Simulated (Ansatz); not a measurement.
## [H···H···BH2], doublet: transfer scan

All five atoms lie in one plane.

Starting geometry:

```xyz
5

H    -1.9803    0.0000    0.0000
H    -1.2353    0.0000    0.0000
B     0.1727    0.0000    0.0000
H     0.6818    0.0000    1.0770
H     0.6818    0.0000   -1.0770
```

From there H2 is moved from one fragment to the other while all else, the fragments' distance too, stays fixed; atoms are numbered as listed. Energies are in kcal/mol, counted from the starting geometry at the same level.

Basis cc-pVDZ; Ansatz 0.2.0. Only valence electrons are correlated (noble-gas cores frozen). Prefix R: restricted or restricted open-shell reference; prefix U: unrestricted. Active spaces: valence = (7e, 8o) chosen from the atoms' valence shells.

For open shells CISD is restricted-active-space CI with the open shells as a complete middle space. Runs in a small pair space aren't shown, since their orbitals change along the scan.

Full CI is exact within this basis and frozen core; it isn't the basis-set limit. The frozen core follows each run's orbitals, which can shift R against U totals by a few meV.

```tsv
distance H1-H2 (Å)	full CI	unpaired electrons (full CI)	error RHF	error CISD	error UCCSD	error UCCSD(T)	error BCCD(T)	error NEVPT2 (valence space)
0.693	4.1	1.03	-1.0	-0.1	0.0	0.0	0.0	0.1
0.745	0.0	1.03	0.0	0.0	0.0	0.0	0.0	0.0
0.779	-1.8	1.03	0.4	0.0	0.0	0.0	0.0	0.0
0.813	-3.1	1.03	0.4	0.0	0.0	0.0	0.0	0.0
0.847	-4.1	1.03	0.1	0.0	0.0	0.0	0.0	0.1
0.881	-4.7	1.03	-0.5	-0.1	0.0	0.0	0.0	0.1
0.915	-5.1	1.03	-1.3	-0.2	0.0	0.0	0.0	0.1
0.949	-5.0	1.03	-2.2	-0.3	0.0	0.0	0.0	0.1
0.983	-4.4	1.03	-3.2	-0.4	-0.1	0.0	0.0	0.1
```

Unpaired electrons are Σ n²(2−n)² over natural occupations. Errors are those of relative energies. In total energy the starting point itself misses full CI by: RHF 87.2, CISD 4.8, UCCSD 1.6, UCCSD(T) 0.4, BCCD(T) 0.4, NEVPT2 (valence space) 14.8 kcal/mol.

Spread of the error over the points with a reference, to 0.983 Å (largest less smallest): BCCD(T) 0.0, UCCSD(T) 0.0, UCCSD 0.1, NEVPT2 (valence space) 0.1, CISD 0.4, RHF 3.6 kcal/mol.
